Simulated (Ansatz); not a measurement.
## Two structures, one formula

The two ends of one reaction step of C2H8Si, singlet (PBE0-D4/def2-TZVP).

A:

```
11
angstrom
Si -1.4775 0.6128 -0.2659
C 0.4491 -1.6637 -0.3189
H -0.3595 -1.2195 -0.9282
H -1.6547 0.1043 1.1645
C 0.0289 1.7030 0.1138
H 0.3829 -2.7424 -0.4556
H 1.4021 -1.2873 -0.6860
H 0.3289 -1.4214 0.7351
H 0.5296 2.0684 -0.7844
H -0.3916 2.5800 0.6308
H 0.7618 1.2657 0.7949
```

B:

Si1  (-0.709, -0.111, -0.110)
C2  (0.569, -1.475, -0.018)
H3  (-1.402, -0.165, -1.429)
H4  (-1.743, -0.326, 0.944)
C5  (0.072, 1.575, 0.117)
H6  (0.106, -2.456, -0.151)
H7  (1.326, -1.352, -0.797)
H8  (1.076, -1.470, 0.950)
H9  (0.819, 1.766, -0.657)
H10  (-0.679, 2.366, 0.062)
H11  (0.566, 1.647, 1.089)
(Å)

Ansatz 0.2.0; basis: def2-TZVPP; cores frozen in the correlated methods. B3LYP uses VWN-RPA correlation.

Task: Which structure is lower at CCSD(T), and by how much? (To be estimated.)

Result: Computed: B, by 2.257 eV (electronic energy, against the other). By their contacts, A is a complex of CH₄Si ([CH3][SiH]) + CH₄ and B is C₂H₈Si (C[SiH2]C).

All methods give the same order:

```csv
method,E(B) − E(A) (eV)
SPW92,-2.321
PBE-D4,-2.181
BLYP-D4,-2.048
r2SCAN-D4,-2.394
B97M-V,-2.234
PBE0-D4,-2.327
B3LYP-D4,-2.189
r2SCAN0-D4,-2.449
BHLYP-D4,-2.334
CAM-B3LYP-D4,-2.307
wB97X-V,-2.393
wB97M-V,-2.237
B2PLYP,-2.282
PBE-QIDH,-2.457
RPA on PBE,-2.157
HF,-2.370
MP2,-2.414
CCSD,-2.267
CCSD(T),-2.257
```

The T1 diagnostic stays at or below 0.012. The restricted Hartree–Fock reference is unstable towards an unrestricted one at one or more of these structures.

Labels in which every atom is bracketed show which atoms are joined, not bond orders.

For scale, one of the runs: CCSD(T)/def2-TZVPP, 216 basis functions, launched by `ansatz run in.yaml --threads 2 --pin off --events-out ev --progress --plain --max-ram 4352MiB`. Hardware: 2 CPU threads of an Arm Neoverse V2, shared host. Wall time 64 s; peak host memory 3.1 GiB.
